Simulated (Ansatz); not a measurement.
C2H6N2S (`CSC(=N)N`), relaxed with RKS PBE0-D4/def2-TZVP in the Gaussian-basis code of Ansatz from a PBE-D4/def2-SVP geometry. The force threshold is 0.005 eV/Å; the program also tests the step.

Total charge 0; spin multiplicity 1.

Start:

```xyz
11

C    -0.599    0.489   -1.608
S    -0.200   -1.099   -0.800
C     0.236   -0.636    0.890
N     0.196   -1.466    1.870
N     0.591    0.689    1.075
H    -1.243    1.107   -0.955
H     0.308    1.058   -1.895
H    -1.153    0.233   -2.532
H    -0.231   -2.359    1.585
H     0.932    0.868    2.025
H     1.164    1.117    0.345
```

Question: By how much does the energy fall, and how many steps does the optimiser take? (Best estimate.)

Answer: The calculation gave: 6.13 kJ/mol, in 10 steps, 1 of them rejected.

Question: Which bonds change most? (Estimate.)

Answer: The calculation gave: S2–C3 from 1.806 to 1.775 Å; C1–S2 from 1.826 to 1.801 Å; C1–H7 from 1.109 to 1.091 Å; C1–H6 from 1.106 to 1.089 Å.

Question: Give the relaxed structure. (Estimate.)

Answer: Ansatz gave: 
```xyz
11

C    -0.589    0.488   -1.588
S    -0.271   -1.081   -0.763
C     0.217   -0.628    0.883
N     0.211   -1.457    1.843
N     0.586    0.678    1.077
H    -1.248    1.115   -0.989
H     0.330    1.023   -1.831
H    -1.090    0.233   -2.522
H    -0.199   -2.346    1.575
H     0.985    0.836    1.991
H     1.068    1.140    0.325
```
